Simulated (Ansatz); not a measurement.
Relaxation of C₃H₅ClO (10 atoms, charge 0, multiplicity 1), to a largest force component of 0.02 eV/Å in at most 50 steps.

Method: RKS PBE-D4/STO-3G (Ansatz).

```xyz
10
Properties=species:S:1:pos:R:3:forces:R:3
C -0.361 -0.412 1.262 -3.23 4.94 0.70
C 0.167 -0.254 0.047 0.78 -0.68 0.86
O 0.960 -1.244 -0.463 1.91 1.60 -4.94
C 0.096 0.968 -0.840 -5.10 0.16 2.96
Cl -1.116 0.610 -2.176 -0.26 0.07 -0.75
H -1.049 0.435 1.639 1.18 -1.52 -0.32
H -0.248 -1.240 1.879 0.38 -2.31 1.42
H 1.004 -1.991 0.147 -0.39 -2.37 2.76
H -0.358 1.837 -0.241 0.70 -0.96 -0.71
H 0.987 1.239 -1.252 4.03 1.08 -1.99
```

Where does it end, and by what steps?

It converged. Limits of this set-up: minimal basis. After 6 steps the energy has fallen by 0.799 eV; O3 moved furthest, 0.11 Å.

```
step  energy less start (eV)  largest force component (eV/Å)  accepted
   0                  0.0000                           5.102       yes
   1                 -0.7357                           1.371       yes
   2                 -0.7775                           0.466       yes
   3                 -0.7916                           0.248       yes
   4                 -0.7986                           0.066       yes
   5                 -0.7991                           0.032       yes
   6                 -0.7991                           0.016       yes
```

```xyz
10
Properties=species:S:1:pos:R:3
C -0.414 -0.379 1.285
C 0.201 -0.268 0.076
O 1.047 -1.233 -0.522
C 0.054 0.963 -0.822
Cl -1.163 0.659 -2.202
H -1.059 0.425 1.663
H -0.293 -1.270 1.918
H 1.024 -2.003 0.171
H -0.330 1.832 -0.247
H 1.015 1.222 -1.318
```

The run took 18 s on 1 thread of Intel(R) Xeon(R) Platinum 8259CL CPU @ 2.50GHz (Skylake/Cascade Lake), on a shared host, peak memory 0.14 GiB.
